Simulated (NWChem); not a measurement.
System: ethylene (C$_{2}$H$_{4}$); SMILES C=C

Results from NWChem. Geometry: optimised at PBE0/def2-SVP. Level B3LYP/def2-TZVP: energy and gradient; each run changes one setting, and changes count from the defaults (medium grid, exact Coulomb integrals, symmetry on).

```json
[
 {"setting": "defaults", "size of the energy change (μHa)": "< 10", "largest change of a gradient component (μHa/bohr)": "< 30", "time, defaults = 1 (rough)": "about 1"},
 {"setting": "Becke weights", "size of the energy change (μHa)": "< 10", "largest change of a gradient component (μHa/bohr)": "< 30", "time, defaults = 1 (rough)": "about 1"},
 {"setting": "symmetry off", "size of the energy change (μHa)": "< 10", "largest change of a gradient component (μHa/bohr)": "other frame", "time, defaults = 1 (rough)": "3"},
 {"setting": "coarse grid", "size of the energy change (μHa)": "< 10", "largest change of a gradient component (μHa/bohr)": "< 30", "time, defaults = 1 (rough)": "about 1"}
]
```
